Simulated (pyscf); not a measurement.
Optimised with ωB97X-D3(BJ)/def2-SVP in PySCF. Correlated levels are frozen-core, on RHF or UHF. ΔMP2 is the change of the MP2 total energy from the triple- to the quadruple-zeta basis.

**Question.** For AlH [singlet] + NH₃ → H₂N–AlH₂, an insertion (singlet surface; H–N broken, Al–N, Al–H formed), PBE/def2-TZVP gives ΔE‡ = 56.8 kJ/mol and ΔE = -205.1 kJ/mol (zero: the separated reactants). In which direction and how far do B3LYP-D3(BJ)/def2-TZVP, ωB97M-D3(BJ)/def2-TZVP, CCSD(T)/def2-TZVPP + ΔMP2(QZVPP) move these?

**Answer.** B3LYP-D3(BJ): ΔE‡ = 86.4 kJ/mol, ΔE = -210.7 kJ/mol; ωB97M-D3(BJ): ΔE‡ = 102.6 kJ/mol, ΔE = -207.3 kJ/mol; CCSD(T): ΔE‡ = 94.5 kJ/mol, ΔE = -209.1 kJ/mol. PBE's barrier lies under all of them, by 29.5 to 45.8 kJ/mol. Its reaction energy lies over all of them, by 2.2 to 5.6 kJ/mol. Low barriers are usual for a GGA, whose delocalisation error favours stretched bonds. On the reactant side the descent ends in an adduct with a Al–N contact, 72.0 kJ/mol under the separated species and 166.6 kJ/mol under the saddle at ωB97X-D3(BJ)/def2-TZVP. What is counted as formed (Al–N) is already present as a longer contact in the reactant adduct; forming that adduct is a step of its own. The same reactants have a lower exit, to H₂N–Al [singlet] + H₂ (barrier +30.2 kJ/mol at ωB97M-D3(BJ), against +102.6 kJ/mol here). One saddle was located; it need not be the lowest between these sides. The CCSD(T) − MP2 part came from Ansatz, without density fitting, on the same reference.
